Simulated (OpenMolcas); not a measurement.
# Which level was it?

BH2Cl: 4 atoms, total charge 0, spin state singlet. As SMILES, `BCl`. Geometry: relaxed at PBE0-D4/def2-TZVP.

```xyz
4

B    -0.1167    0.0217   -0.0753
Cl    1.3650   -0.3953    0.7212
H    -1.1062   -0.5595    0.2404
H    -0.0866    0.8728   -0.9066
```

A calculation with OpenMolcas 26.06 gave:

```
total energy  : -480.1286 Eh
dipole moment : 1.50 D
HOMO energy   : -10.58 eV
LUMO energy   : 5.63 eV
HOMO–LUMO gap : 16.21 eV
largest force : 1.867 eV/Å
```

Task: Which of these levels gave the numbers?
A. B3LYP/6-31G* (spherical functions)
B. PBE0/3-21G
C. HF/STO-3G
D. PBE0/STO-3G

Result: C. The others give -486.2656 Eh (B3LYP/6-31G* (spherical functions)), -480.7656 Eh (PBE0/STO-3G), -483.7025 Eh (PBE0/3-21G).
